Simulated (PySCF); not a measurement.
Continuum solvent and chemical shifts

Numbering as in the mapped SMILES `[CH3:1][C:2]1=[CH:3][CH2:4]1`; H(Xn) means a hydrogen on atom n.

GIAO PBE0/pcSseg-1 in PySCF 2.14 on one PBE0-D3(BJ)/def2-SVP conformer, non-relativistic, equivalent nuclei averaged. Solvents enter as an IEF-PCM continuum (methanol with ε = 32.6, acetonitrile with ε = 35.7) around the gas-phase geometry. Shifts are referred to TMS computed in the same medium.

Gas phase, δ in ppm: C2 125.1, C3 107.7, C1 14.6, C4 9.8, H(C3) 6.65, H(C1) 2.20, H(C4) 1.04. Dipole moment 0.94 D.

(1) How does each δ change in the continuum?

(2) Which nuclei move most (in ppm), and what does the model miss?

Answers

(1) 
```
atoms                               environment  Δδ, methanol  Δδ, acetonitrile
   C2           fully substituted alkene carbon          +2.4              +2.4
   C3                                 alkene CH          -1.2              -1.2
   C1                     allylic methyl carbon          +0.3              +0.3
   C4                three-membered-ring carbon          -0.5              -0.5
H(C3)                  hydrogen on an alkene CH         +0.18             +0.18
H(C1)      hydrogen on an allylic methyl carbon         +0.12             +0.12
H(C4)  hydrogen on a three-membered-ring carbon         -0.08             -0.08
```

Changes are relative to the gas phase. The dipole moment becomes 1.20 D in methanol, 1.20 D in acetonitrile.

(2) C2 (fully substituted alkene carbon, +2.4 ppm) in acetonitrile. A continuum only polarises the solute; specific hydrogen bonds, the anisotropy of aromatic solvents and changes of geometry or conformer are outside it.
